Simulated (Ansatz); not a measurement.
# AlFH3N: the cost of one run

All numbers below are computed with Ansatz 0.2.0 (RHF/def2-SVP).

## Step 1: The starting structure

Bond lengths: Al1–F2 1.690 Å, Al1–H3 1.560 Å, Al1–N4 1.920 Å, N4–H5 1.060 Å, N4–H6 1.060 Å. Angles: F2–Al1–H3 120.0°, F2–Al1–N4 120.0°, H3–Al1–N4 120.0°, Al1–N4–H5 120.0°, Al1–N4–H6 120.0°, H5–N4–H6 120.0°.

Coordinates:

```xyz
6

Al    0.0000    0.0000    0.0000
F     0.0000    0.0000    1.6900
H     1.3510    0.0000   -0.7800
N    -1.6627    0.0000   -0.9600
H    -2.3316   -0.8164   -0.8614
H    -1.9118    0.8164   -1.5886
```

## Step 2: Relaxing the start

Contents of input.yaml:

```yaml
crystal:
  periodic: [false, false, false]
  atoms:
    - { symbol: Al, position_ang: [0.0, 0.0, 0.0] }
    - { symbol: F, position_ang: [0.0, 0.0, 1.69] }
    - { symbol: H, position_ang: [1.351, 0.0, -0.78] }
    - { symbol: "N", position_ang: [-1.6627, 0.0, -0.96] }
    - { symbol: H, position_ang: [-2.3316, -0.8164, -0.8614] }
    - { symbol: H, position_ang: [-1.9118, 0.8164, -1.5886] }
basis:
  gaussian: { orbitals: def2-SVP }
hamiltonian:
  xc: hf
relax:
  f_tol: 0.02
  max_steps: 40
```

The run is started by

```
> ansatz run input.yaml --threads 1 --pin off --max-ram 2048MiB --backend cpu --events-out ev --progress --plain --runs-dir out
```

**Question.** How long does this run take on 1 thread of Intel Xeon Platinum 8259CL at 2.50GHz (Skylake/Cascade Lake), shared host, and how much memory does it need?

About 8.6 s, with a peak of 0.13 GiB.
